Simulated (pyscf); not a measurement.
# Hydrogen shift: `[CH2][CH]([CH3])[Cl]` [doublet] → `[CH3][C]([CH3])[Cl]` [doublet]

Gas phase, doublet surface, charge 0. Bonds broken: C2–H6. Bonds formed: C1–H6. Single points on ωB97X-D3(BJ)/def2-SVP structures (PySCF, gas phase).

Transition state (Å):

```xyz
10

C      0.6128    -0.6230    -0.4807
C      0.6961     0.2170     0.7383
Cl     1.7215    -0.3631     2.0420
H     -0.3124    -0.6208    -1.0640
H      1.3317    -1.4349    -0.5998
H      1.2585     0.5307    -0.3795
C     -0.4721     1.0574     1.1634
H     -1.2255     0.4371     1.6824
H     -0.1573     1.8611     1.8450
H     -0.9534     1.5108     0.2828
```

One imaginary mode, 2034i cm⁻¹; descent along it reached the two sides named.

```json
[
 {"bond": "C2–H6", "change": "breaks", "reactant side (Å)": "1.099", "saddle": "1.290", "product side": "2.139"},
 {"bond": "C1–H6", "change": "forms", "reactant side (Å)": "2.134", "saddle": "1.326", "product side": "1.101"}
]
```

Electronic energies relative to the reactant's lowest minimum found (kcal/mol):

| level | barrier | reaction energy | reverse barrier |
|---|---|---|---|
| ωB97X-D3(BJ)/def2-TZVP | 41.5 | -7.0 | 48.5 |
| PBE/def2-TZVP | 36.1 | -7.7 | 43.8 |
| r²SCAN/def2-TZVP | 40.3 | -6.8 | 47.1 |
| B3LYP-D3(BJ)/def2-TZVP | 41.4 | -6.4 | 47.9 |
| PBE0-D3(BJ)/def2-TZVP | 39.5 | -7.2 | 46.8 |
| M06-2X/def2-TZVP | 42.0 | -5.7 | 47.7 |
| ωB97M-D3(BJ)/def2-TZVP | 41.1 | -6.2 | 47.3 |
| HF/def2-TZVP | 54.1 | -4.2 | 58.4 |

With ωB97M-D3(BJ)/def2-TZVP energies and thermal terms (ideal gas, 1 atm, RRHO with modes under 100 cm⁻¹ raised to 100, one conformer, R ln 2 for rigid chiral ones), in kcal/mol:

```csv
T (K),ΔH‡,ΔG‡,ΔH,ΔG
298,38.3,38.5,-5.8,-6.0
600,38.0,38.8,-6.1,-6.0
900,37.7,39.3,-6.2,-6.0
1200,37.3,39.9,-6.3,-5.9
```

The same reactants have a lower exit, to H₂C=CH–CH₃ + Cl• (no saddle counted: cutting one bond, which may have a small barrier of its own, costs +19.8 kcal/mol at ωB97M-D3(BJ), against +41.1 kcal/mol here). This is the saddle that the search found; another between the same sides may lie lower.
